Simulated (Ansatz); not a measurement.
Mulliken charges of `N#C[SiH3]` from r2SCAN/def2-TZVPP in Ansatz (PBE0-D4/def2-TZVP geometry).

```tsv
atom	x (Å)	y (Å)	z (Å)	charge (e)
N1	1.096	-1.885	1.054	-0.068
C2	0.576	-0.991	0.549	-0.196
Si3	-0.257	0.444	-0.265	0.375
H4	-1.415	-0.083	-1.019	-0.037
H5	0.729	1.078	-1.167	-0.037
H6	-0.687	1.373	0.802	-0.037
```

Q: By hand: the dipole of these point charges (1 e Å = 4.8032 D).

A: Σ q r = (-0.233, 0.401, -0.227) e Å, of length 0.516 e Å = 2.48 D.

Q: How does the dipole of the full density compare? (Estimate.)

A: The calculation gave: (-0.325, 0.560, -0.317) e Å, 3.46 D; the point charges give 0.72 times that, at 0° from its direction.

Point charges leave out the atoms' own dipoles, such as those of lone pairs, and Mulliken's split depends on the basis, so the two needn't agree.
